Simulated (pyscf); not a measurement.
HO–PH₂ + SiH₄ → H₃Si–PH₂ + H₂O, a four-centre exchange (singlet surface; O–P, H–Si broken, P–Si, H–O formed). Optimised with ωB97X-D3(BJ)/def2-SVP in PySCF. Correlated levels are frozen-core, on RHF or UHF. ΔMP2 is the change of the MP2 total energy from the triple- to the quadruple-zeta basis. Energies in eV from the separated reactants.

Small-basis levels: PySCF, no dispersion term, spherical d functions. 

**Question.** In single points HF/3-21G puts the saddle at 2.87 eV and the reaction energy at -0.27 eV. Should these be trusted to within a few kcal/mol? Compare with CCSD(T)/def2-TZVPP + ΔMP2(QZVPP).

**Answer.** CCSD(T)/def2-TZVPP + ΔMP2(QZVPP) gives ΔE‡ = 2.64 eV and ΔE = -0.42 eV. HF/3-21G lies 0.23 eV over it in the barrier and 0.15 eV over it in the reaction energy, so on this step it does not hold to within 0.13 eV. CCSD(T)/def2-TZVPP + ΔMP2(QZVPP) has limits of its own. The same reactants have a lower exit, to PH₃ + HO–SiH₃ (barrier +1.53 eV at ωB97M-D3(BJ)/def2-TZVP, against +2.63 eV here). This is the saddle that the search found; another between the same sides may lie lower. The CCSD(T) − MP2 part came from Ansatz, without density fitting, on the same reference.
